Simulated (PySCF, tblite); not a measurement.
**borane (BH₃): dynamics, then NMR shifts and electronic excitations on frames**

Aim: move borane (BH₃) (`B`) away from its starting geometry and see how NMR shifts and electronic excitations follow the geometry.

The runs use tblite 0.8.0 and PySCF 2.14.0, with density-fitted response routines of our own; the level of theory stands in each step. All values are computed, except where a source is named. Atoms are numbered from 0 throughout.

## Step 1: The starting structure

4 atoms, charge 0, multiplicity 1; geometry from: GFN2-xTB.

Bonds of the start (Å): B0–H1 1.16, B0–H2 1.16, B0–H3 1.16.

## Step 2: Dynamics with GFN2-xTB

Job settings and geometry (Å):

```
{"job": {"kind": "md", "xc": "GFN2-xTB", "basis": "xTB", "temperature": 300, "steps": 2000, "every": 50, "frames": 5}, "charge": 0, "multiplicity": 1}
B      0.002704     0.001254    -0.005624
H     -0.142500     1.156744    -0.011898
H     -0.925172    -0.702120    -0.017719
H      1.075202    -0.451106     0.012386
```

Method: GFN2-xTB Langevin dynamics, gas phase.

The run is started by

```
> OMP_NUM_THREADS=1 python probes_run.py task.json out
```

One launch serves the whole session: the jobs run in the order shown.

Output:

```text
t/fs     T/K      E/eV
    0.0   123.6    -74.56264
   25.0   143.0    -74.53907
   50.0   231.3    -74.54807
   75.0   273.5    -74.51566
  100.0   282.3    -74.46404
  125.0   412.4    -74.47207
  150.0   402.6    -74.45831
  175.0   256.8    -74.42088
  200.0   254.7    -74.40318
  225.0   275.7    -74.40553
  250.0   358.6    -74.44782
  275.0   365.5    -74.52459
  300.0   239.1    -74.48082
  325.0   295.2    -74.45553
  350.0   211.7    -74.43953
  375.0   221.3    -74.49731
  400.0   217.7    -74.51174
  425.0   335.3    -74.43001
  450.0   402.7    -74.49240
  475.0   372.7    -74.50707
  500.0   455.0    -74.45285
  525.0   355.5    -74.45726
  550.0   376.6    -74.41845
  575.0   352.1    -74.45040
  600.0   462.1    -74.47398
  625.0   354.6    -74.47844
  650.0   249.5    -74.40373
  675.0   267.5    -74.48463
  700.0   320.2    -74.49768
  725.0   290.2    -74.46482
  750.0   303.3    -74.43667
  775.0   289.3    -74.43092
  800.0   345.2    -74.42230
  825.0   206.2    -74.44076
  850.0   136.5    -74.46836
  875.0    94.6    -74.42773
  900.0   200.3    -74.48006
  925.0   264.0    -74.49596
  950.0   274.4    -74.50746
  975.0   186.3    -74.43449
 1000.0   258.5    -74.46420
```

Wall time 3 s (1 thread of Arm Neoverse V1, shared host); peak memory 0.18 GiB.

Distance from the start (root mean square after alignment): 0 fs 0.00 Å, 200 fs 0.06 Å, 400 fs 0.04 Å, 600 fs 0.05 Å, 800 fs 0.07 Å, 1000 fs 0.05 Å.

Positions (Å) and forces (eV/Å) at 1000 fs:

```xyz
4

B    -1.070   -1.076    0.819    0.189    1.453   -1.346
H    -1.892   -0.596    0.042    0.585   -0.727    0.949
H    -1.193   -2.056    1.405   -0.162   -0.184    0.150
H    -0.036   -0.458    0.811   -0.612   -0.542    0.247
```

## Step 3: NMR shieldings: 250 fs, PBE0/pcSseg-1

Job settings and geometry (Å):

```
{"job": {"kind": "nmr", "xc": "PBE0", "basis": "pcSseg-1", "pop": false}, "charge": 0, "multiplicity": 1}
B     -1.084600    -0.357000     0.750600
H     -1.208700    -0.964200     1.763400
H     -2.004600    -0.463200     0.115400
H     -0.181700     0.400500     0.476800
```

With the program's defaults for keys left out, this is: GIAO PBE0/pcSseg-1 NMR shielding, non-relativistic, gas phase.

Output:

```text
coarse grid: 2952 points
cycle   1  E = -26.5395454854  dE = -2.124e-01  |g| = 8.347e-02  |ddm| = 1.390e+00
cycle   2  E = -26.5421456967  dE = -2.600e-03  |g| = 3.266e-02  |ddm| = 1.552e-01
cycle   3  E = -26.5425227625  dE = -3.771e-04  |g| = 8.181e-03  |ddm| = 4.079e-02
cycle   4  E = -26.5425458213  dE = -2.306e-05  |g| = 6.717e-04  |ddm| = 8.328e-03
cycle   5  E = -26.5425459748  dE = -1.535e-07  |g| = 1.185e-04  |ddm| = 1.026e-03
final grid: 27328 points
cycle   6  E = -26.5476284853  dE = -1.075e-05  |g| = 2.274e-03  |ddm| = 8.629e-03
cycle   7  E = -26.5476295516  dE = -1.066e-06  |g| = 1.411e-03  |ddm| = 3.404e-03
cycle   8  E = -26.5476302386  dE = -6.870e-07  |g| = 2.039e-05  |ddm| = 1.350e-03
cycle   9  E = -26.5476302388  dE = -1.525e-10  |g| = 3.644e-06  |ddm| = 2.956e-05
converged SCF energy = -26.5476302388

GIAO shielding tensors (ppm)
atom      isotropic    diamagn.    paramagn.     s11        s22        s33       span
  0 B        5.580     192.762    -187.182    -79.950    -50.776    147.468    227.418
  1 H       23.053      29.110      -6.058     13.962     26.239     28.958     14.996
  2 H       23.390      30.571      -7.181     13.025     27.004     30.139     17.114
  3 H       22.709      28.384      -5.675     13.539     25.946     28.642     15.103
```

It took 0.66 s on 1 thread of Arm Neoverse V1, shared host; peak memory 0.24 GiB.

Shifts follow as δ = σ(reference) − σ, with reference shieldings (ppm) from runs at the same level and on the same kind of geometry: ¹H TMS 31.72, ¹¹B BF3·OEt2 100.1. The references are single molecules in the gas phase. Each atom is listed at this fixed geometry, with no averaging over motion; a spectrum would average atoms that exchange fast.

| atoms | environment | σ (ppm) | δ (ppm) |
| --- | --- | --- | --- |
| H3 | hydrogen on a boron | 22.71 | 9.01 |
| H1 | hydrogen on a boron | 23.05 | 8.66 |
| H2 | hydrogen on a boron | 23.39 | 8.33 |
| B0 | boron bonded to 3 H | 5.6 | 94.5 |

## Step 4: Excited states and response: 250 fs, PBE0/def2-SVPD

Job settings and geometry (Å):

```
{"job": {"kind": "uv", "xc": "PBE0", "basis": "def2-SVPD", "nstates": 5, "ntriplets": 0}, "charge": 0, "multiplicity": 1}
B     -1.084600    -0.357000     0.750600
H     -1.208700    -0.964200     1.763400
H     -2.004600    -0.463200     0.115400
H     -0.181700     0.400500     0.476800
```

Method: TDDFT PBE0/def2-SVPD, vertical, gas phase, core orbitals frozen in the response.

Output:

```text
coarse grid: 2952 points
cycle   1  E = -26.5226482382  dE = -2.163e-01  |g| = 8.163e-02  |ddm| = 1.668e+00
cycle   2  E = -26.5251841390  dE = -2.536e-03  |g| = 2.442e-02  |ddm| = 2.664e-01
cycle   3  E = -26.5254078940  dE = -2.238e-04  |g| = 8.177e-03  |ddm| = 4.244e-02
cycle   4  E = -26.5254325023  dE = -2.461e-05  |g| = 6.633e-04  |ddm| = 1.836e-02
cycle   5  E = -26.5254326577  dE = -1.555e-07  |g| = 1.370e-04  |ddm| = 1.242e-03
final grid: 27328 points
cycle   6  E = -26.5305252624  dE = -9.279e-06  |g| = 2.053e-03  |ddm| = 2.041e-02
cycle   7  E = -26.5305262294  dE = -9.670e-07  |g| = 1.240e-03  |ddm| = 5.901e-03
cycle   8  E = -26.5305267897  dE = -5.602e-07  |g| = 1.589e-05  |ddm| = 2.200e-03
cycle   9  E = -26.5305267898  dE = -1.095e-10  |g| = 3.155e-06  |ddm| = 4.605e-05
converged SCF energy = -26.5305267898

Static polarisability (au): isotropic 17.099, principal 14.287 17.907 19.104

Singlet excitations
state   eV       nm        f      main configurations
  1   5.6300    220.2   0.00022   H->L 1.00
  2   6.1442    201.8   0.00083   H-1->L 1.00
  3   9.3669    132.4   0.11179   H->L+1 1.00
  4   9.8632    125.7   0.13094   H-1->L+1 1.00
  5  11.2614    110.1   0.01494   H->L+3 0.46, H->L+2 0.42
```

Wall time 0.52 s (1 thread of Arm Neoverse V1, shared host); peak memory 0.24 GiB.

Frontier orbitals and where they lie:

| orbital | eV | atoms |
| --- | --- | --- |
| HOMO−3 | -185.28 | B0 99 % |
| HOMO−2 | -14.49 | B0 40 %, H2 23 %, H1 20 % |
| HOMO−1 | -10.20 | B0 48 %, H3 33 %, H2 11 % |
| HOMO | -9.72 | B0 49 %, H1 26 %, H2 21 % |
| LUMO | -1.93 | B0 64 %, H2 13 %, H1 12 % |
| LUMO+1 | 0.90 | B0 82 %, H1 6 %, H3 6 % |
| LUMO+2 | 3.03 | B0 70 %, H3 14 %, H1 14 % |

With each of the 5 states as a Gaussian band of 0.4 eV half-width at 1/e, the curve within the window shown has maxima at 128 nm (ε 6,700), 110 nm (ε 600) L/(mol cm). Beyond the last state computed it falls off for lack of states. The curve at chosen wavelengths:

```
 nm  ε (L/mol/cm)
107           345
113           332
118           486
124          5306
129          6648
135          3790
140           811
146            33
151             1
157             0
163             0
168             0
174             0
179             1
185             5
190            14
196            28
202            35
207            33
213            24
218            18
224            12
229             8
235             4
240             2
246             1
```

Ground-state properties from the same run:

| property | computed |
| --- | --- |
| dipole moment (D) | 0.12 |
| polarisability (Å³) | 2.53 |
| HOMO–LUMO gap (eV) | 7.79 |
| −ε(HOMO) (eV) | 9.72 |

## Step 5: Shielding tensors: 425 fs, PBE0/pcSseg-1

Job settings and geometry (Å):

```
{"job": {"kind": "nmr", "xc": "PBE0", "basis": "pcSseg-1", "pop": false}, "charge": 0, "multiplicity": 1}
B     -1.494400    -0.732400     0.461300
H     -0.618400    -1.183500     0.937700
H     -2.337100    -1.438500     0.247400
H     -1.653500     0.384400     0.197600
```

Method: GIAO PBE0/pcSseg-1 NMR shielding, non-relativistic, gas phase.

Output:

```text
coarse grid: 2952 points
cycle   1  E = -26.5345988484  dE = -1.665e-01  |g| = 9.800e-02  |ddm| = 1.422e+00
cycle   2  E = -26.5378740071  dE = -3.275e-03  |g| = 4.509e-02  |ddm| = 1.848e-01
cycle   3  E = -26.5385876073  dE = -7.136e-04  |g| = 6.973e-03  |ddm| = 5.048e-02
cycle   4  E = -26.5386036331  dE = -1.603e-05  |g| = 4.197e-04  |ddm| = 7.083e-03
cycle   5  E = -26.5386036993  dE = -6.621e-08  |g| = 8.408e-05  |ddm| = 7.709e-04
final grid: 27328 points
cycle   6  E = -26.5427981559  dE = -1.140e-05  |g| = 2.508e-03  |ddm| = 9.483e-03
cycle   7  E = -26.5427995041  dE = -1.348e-06  |g| = 1.492e-03  |ddm| = 3.647e-03
cycle   8  E = -26.5428002506  dE = -7.466e-07  |g| = 1.625e-05  |ddm| = 1.400e-03
cycle   9  E = -26.5428002507  dE = -8.886e-11  |g| = 2.654e-06  |ddm| = 2.506e-05
converged SCF energy = -26.5428002507

GIAO shielding tensors (ppm)
atom      isotropic    diamagn.    paramagn.     s11        s22        s33       span
  0 B        6.815     193.124    -186.309    -76.457    -56.686    153.587    230.044
  1 H       23.448      31.205      -7.758     11.881     27.423     31.038     19.157
  2 H       23.840      30.711      -6.871     14.039     26.874     30.607     16.568
  3 H       23.246      29.644      -6.398     13.303     26.637     29.800     16.497
```

It took 0.36 s on 1 thread of Arm Neoverse V1, shared host; peak memory 0.24 GiB.

In short: δ B0 93.3, H3 8.47, H1 8.27 ppm.

## Step 6: TDDFT and polarisability: 425 fs, PBE0/def2-SVPD

Job settings and geometry (Å):

```
{"job": {"kind": "uv", "xc": "PBE0", "basis": "def2-SVPD", "nstates": 5, "ntriplets": 0}, "charge": 0, "multiplicity": 1}
B     -1.494400    -0.732400     0.461300
H     -0.618400    -1.183500     0.937700
H     -2.337100    -1.438500     0.247400
H     -1.653500     0.384400     0.197600
```

Method: TDDFT PBE0/def2-SVPD, vertical, gas phase, core orbitals frozen in the response.

Output:

```text
coarse grid: 2952 points
cycle   1  E = -26.5167310791  dE = -1.695e-01  |g| = 9.121e-02  |ddm| = 1.784e+00
cycle   2  E = -26.5197941833  dE = -3.063e-03  |g| = 3.456e-02  |ddm| = 3.406e-01
cycle   3  E = -26.5202419240  dE = -4.477e-04  |g| = 8.020e-03  |ddm| = 6.875e-02
cycle   4  E = -26.5202645066  dE = -2.258e-05  |g| = 4.204e-04  |ddm| = 2.046e-02
cycle   5  E = -26.5202645720  dE = -6.539e-08  |g| = 8.638e-05  |ddm| = 1.164e-03
final grid: 27328 points
cycle   6  E = -26.5244699529  dE = -9.788e-06  |g| = 2.269e-03  |ddm| = 2.410e-02
cycle   7  E = -26.5244711865  dE = -1.234e-06  |g| = 1.307e-03  |ddm| = 6.913e-03
cycle   8  E = -26.5244717943  dE = -6.078e-07  |g| = 1.303e-05  |ddm| = 2.547e-03
cycle   9  E = -26.5244717944  dE = -7.017e-11  |g| = 2.451e-06  |ddm| = 4.415e-05
converged SCF energy = -26.5244717944

Static polarisability (au): isotropic 15.942, principal 13.571 16.837 17.418

Singlet excitations
state   eV       nm        f      main configurations
  1   5.8495    212.0   0.00018   H->L 1.00
  2   6.3420    195.5   0.00027   H-1->L 1.00
  3   9.5352    130.0   0.10959   H->L+1 1.00
  4  10.0281    123.6   0.11412   H-1->L+1 1.00
  5  11.6043    106.8   0.10157   H-2->L 0.87
```

Run time: 0.49 s. Hardware: 1 thread of Arm Neoverse V1, shared host; peak memory 0.24 GiB.

Key values: HOMO -9.88 eV, LUMO -1.86 eV; lowest singlet 5.85 eV.

## Step 7: Shielding tensors: 625 fs, PBE0/pcSseg-1

Job settings and geometry (Å):

```
{"job": {"kind": "nmr", "xc": "PBE0", "basis": "pcSseg-1", "pop": false}, "charge": 0, "multiplicity": 1}
B     -1.262700    -2.093200     0.796000
H     -1.321700    -3.092200     1.449600
H     -0.323100    -1.378000     0.709400
H     -2.214600    -1.672300     0.157000
```

Method: GIAO PBE0/pcSseg-1 NMR shielding, non-relativistic, gas phase.

Output:

```text
coarse grid: 2952 points
cycle   1  E = -26.5432124837  dE = -2.388e-01  |g| = 7.294e-02  |ddm| = 1.372e+00
cycle   2  E = -26.5453978077  dE = -2.185e-03  |g| = 2.375e-02  |ddm| = 1.367e-01
cycle   3  E = -26.5455927597  dE = -1.950e-04  |g| = 8.401e-03  |ddm| = 3.287e-02
cycle   4  E = -26.5456176583  dE = -2.490e-05  |g| = 5.348e-04  |ddm| = 8.489e-03
cycle   5  E = -26.5456177710  dE = -1.127e-07  |g| = 1.027e-04  |ddm| = 9.217e-04
final grid: 27328 points
cycle   6  E = -26.5513399077  dE = -9.691e-06  |g| = 1.969e-03  |ddm| = 7.661e-03
cycle   7  E = -26.5513406946  dE = -7.870e-07  |g| = 1.243e-03  |ddm| = 2.961e-03
cycle   8  E = -26.5513412362  dE = -5.415e-07  |g| = 2.254e-05  |ddm| = 1.200e-03
cycle   9  E = -26.5513412364  dE = -1.872e-10  |g| = 3.296e-06  |ddm| = 3.230e-05
converged SCF energy = -26.5513412364

GIAO shielding tensors (ppm)
atom      isotropic    diamagn.    paramagn.     s11        s22        s33       span
  0 B        5.966     196.298    -190.332    -73.561    -52.469    143.928    217.490
  1 H       22.694      29.054      -6.360     13.264     26.107     28.711     15.448
  2 H       22.978      29.966      -6.989     13.771     26.317     28.845     15.073
  3 H       23.036      28.845      -5.809     15.009     25.803     28.297     13.288
```

Wall time 0.35 s (1 thread of Arm Neoverse V1, shared host); peak memory 0.24 GiB.

Key values: δ B0 94.1, H1 9.02, H2 8.74 ppm.

[end of part 1 of 2]
